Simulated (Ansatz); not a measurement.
A nudged elastic band was laid between two geometries of C2H7Al (10 atoms, charge 0, multiplicity 1).

Computed with RKS PBE0/6-31G* in Ansatz.

| Property | Result |
| --- | --- |
| movable images | 5 |
| climbing image | yes |
| spring | 5.0 eV/Å² |
| optimiser | quadratic models (default) |
| start path | through a guess of the saddle point |
| force threshold | 0.05 eV/Å |
| iteration limit | 60 |
| end points | relaxed |

Image 0:

```xyz
10
Properties=species:S:1:pos:R:3
Al 0.486 0.062 -0.145
C 0.930 -0.020 1.767
H 0.055 -0.131 2.417
H 1.607 -0.860 1.977
H 1.466 0.884 2.086
H 1.690 0.189 -1.198
C -1.370 -0.016 -0.787
H -1.844 -0.967 -0.508
H -1.986 0.773 -0.334
H -1.449 0.084 -1.875
```

Image 6:

```xyz
10
Properties=species:S:1:pos:R:3
Al 0.049 0.996 -1.664
C 1.405 -0.182 1.719
H 0.359 -0.440 1.530
H 1.731 -0.660 2.647
H 1.505 0.902 1.815
H 2.029 -0.534 0.893
C -1.615 0.117 -0.988
H -1.444 -0.935 -0.710
H -2.020 0.620 -0.097
H -2.415 0.117 -1.745
```

Task: Which bonds break or form, and what moves?

Result: Bonds broken: Al1–C2, Al1–H6. Bonds formed: C2–H6. C2H7Al becomes CH3Al + CH4.

Task: What energy profile does the band end with?

Result: The forces met the threshold. The highest image is number 2 of 0 to 6, 3.14 eV above the first end and 2.23 eV above the last; the last end lies 0.91 eV above the first. Neighbouring images differ by up to 3.1 eV, so the band resolves the path poorly. A vibrational analysis at the climbing image gives one clearly imaginary mode, 1284i cm⁻¹: a first-order saddle point. The orbitals stay closed-shell, which can raise the energy where a bond breaks towards radicals; this wasn't checked here.

```tsv
image	path coordinate (Å)	energy (eV)	Al1–C2 (Å)	Al1–H6 (Å)	C2–H6 (Å)
0	0.00	0.00	1.96	1.60	3.07
1	1.51	0.08	1.95	1.59	3.00
2	3.03	3.14	2.25	1.59	1.72
3	3.95	1.08	2.93	2.21	1.11
4	4.87	0.92	3.67	3.08	1.09
5	5.79	0.91	3.93	3.41	1.09
6	6.71	0.91	3.83	3.58	1.09
```

Task: What is the geometry of the highest image?

Result: 
```xyz
10
Properties=species:S:1:pos:R:3
Al 0.643 -0.132 -0.810
C 0.896 -0.054 1.428
H 0.128 -0.758 1.773
H 1.814 -0.214 2.000
H 0.566 0.983 1.583
H 1.942 -0.325 0.084
C -1.313 0.099 -0.697
H -1.749 -0.797 -0.236
H -1.559 0.951 -0.052
H -1.785 0.246 -1.672
```

Run time: 3.3 min on 1 thread of Arm Neoverse V1, with other jobs on the host, peak memory 0.12 GiB.
